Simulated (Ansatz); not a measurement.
# Worked example: the enthalpy of formation of C4H6O2 (methyl acrylate)

C4H6O2: 12 atoms, total charge 0, spin state singlet. As SMILES, `C=CC(=O)OC`. The shape is that of a PBE0-D4/def2-TZVP optimisation. This is one conformer, not always the lowest.

Total energies at r2SCAN/6-31G* (spherical functions) (Ansatz 0.2.0); the atoms run unrestricted:

| species | state | energy (Eh) |
| --- | --- | --- |
| C4H6O2 | singlet | -306.288042 |
| C | triplet | -37.819203 |
| O | triplet | -75.022390 |
| H | doublet | -0.498227 |

Harmonic wavenumbers at B3LYP/6-31G*, in cm⁻¹: 98, 130, 200, 222, 340, 474, 531, 669, 819, 874, 995, 1031, 1038, 1089, 1185, 1215, 1241, 1342, 1454, 1493, 1512, 1524, 1713, 1810, 3073, 3146, 3176, 3180, 3210, 3266.

Measured heats of formation of the gaseous atoms at 298.15 K, in kJ/mol: C 716.9, O 249.2, H 218.0. Spin-orbit lowering of the atoms at 298 K (mean of the ground term's levels less their thermal mean, from spectra), in kJ/mol: C 0.02, O 0.40. Take 1 Eh = 2625.50 kJ/mol, 1 cm⁻¹ = 0.0119627 kJ/mol, RT = 2.479 kJ/mol.

**Question.** What heat of formation follows?

**Answer.** 
1. Electronic atomisation energy: 4 × (-37.819203) + 2 × (-75.022390) + 6 × (-0.498227) − (-306.288042) = 1.977088 Eh = 5190.8 kJ/mol.
2. Zero-point energy: half the sum of the wavenumbers, 21025 cm⁻¹ = 251.5 kJ/mol.
3. Thermal vibrational enthalpy, Σ hcν̃/(exp(hcν̃/kT) − 1): 10.0 kJ/mol. Translation, rotation and pV of a non-linear molecule: 4 RT = 9.9 kJ/mol.
4. The 12 free atoms carry 5/2 RT each: 74.4 kJ/mol.
5. Spin-orbit coupling lowers the free atoms by 4 × 0.02 + 2 × 0.40 = 0.9 kJ/mol.
6. Atomisation enthalpy at 298 K: 5190.8 − 0.9 − 251.5 − 10.0 − 9.9 + 74.4 = 4992.9 kJ/mol.
7. Sum of the atoms' heats of formation: 4674.0 kJ/mol. Heat of formation: 4674.0 − 4992.9 = -318.9 kJ/mol.

The tabulated value is -333.0 kJ/mol (CRC Handbook of Chemistry and Physics; in doubt: it may be an older value or an estimate), so this level is off by +14.1 kJ/mol, or 0.3 % of the atomisation enthalpy that the table implies (5006.9 kJ/mol). Anharmonicity and any spin-orbit splitting of the molecule are left out.
